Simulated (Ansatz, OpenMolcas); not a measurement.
# Worked example: the enthalpy of formation of HNO3 (peroxynitrous acid)

HNO3: 5 atoms, total charge 0, spin state singlet. As SMILES, `O=NOO`. The shape is that of a PBE0-D4/def2-TZVP optimisation. This is one conformer, not always the lowest.

Total energies at PBE0/6-311+G** (OpenMolcas 26.06); the atoms run unrestricted:

| species | state | energy (Eh) |
| --- | --- | --- |
| HNO3 | singlet | -280.628833 |
| O | triplet | -75.011679 |
| N | quartet | -54.540333 |
| H | doublet | -0.501038 |

Harmonic wavenumbers at PBE0-D4/def2-TZVP, in cm⁻¹: 399, 406, 542, 786, 892, 1010, 1464, 1700, 3499.

Measured heats of formation of the gaseous atoms at 298.15 K, in kJ/mol: O 249.2, N 472.4, H 218.0. Spin-orbit lowering of the atoms at 298 K (mean of the ground term's levels less their thermal mean, from spectra), in kJ/mol: O 0.40. Take 1 Eh = 2625.50 kJ/mol, 1 cm⁻¹ = 0.0119627 kJ/mol, RT = 2.479 kJ/mol.

**Question.** Work out the heat of formation of the gas at 298 K.

**Answer.** 
1. Electronic atomisation energy: 3 × (-75.011679) + (-54.540333) + (-0.501038) − (-280.628833) = 0.552425 Eh = 1450.4 kJ/mol.
2. Zero-point energy: half the sum of the wavenumbers, 5349 cm⁻¹ = 64.0 kJ/mol.
3. Thermal vibrational enthalpy, Σ hcν̃/(exp(hcν̃/kT) − 1): 2.6 kJ/mol. Translation, rotation and pV of a non-linear molecule: 4 RT = 9.9 kJ/mol.
4. The 5 free atoms carry 5/2 RT each: 31.0 kJ/mol.
5. Spin-orbit coupling lowers the free atoms by 3 × 0.40 = 1.2 kJ/mol.
6. Atomisation enthalpy at 298 K: 1450.4 − 1.2 − 64.0 − 2.6 − 9.9 + 31.0 = 1403.7 kJ/mol.
7. Sum of the atoms' heats of formation: 1438.0 kJ/mol. Heat of formation: 1438.0 − 1403.7 = +34.3 kJ/mol.

The tabulated value is -12.8 kJ/mol (Active Thermochemical Tables), so this level is off by +47.1 kJ/mol, or 3.2 % of the atomisation enthalpy. Anharmonicity and any spin-orbit splitting of the molecule are left out.
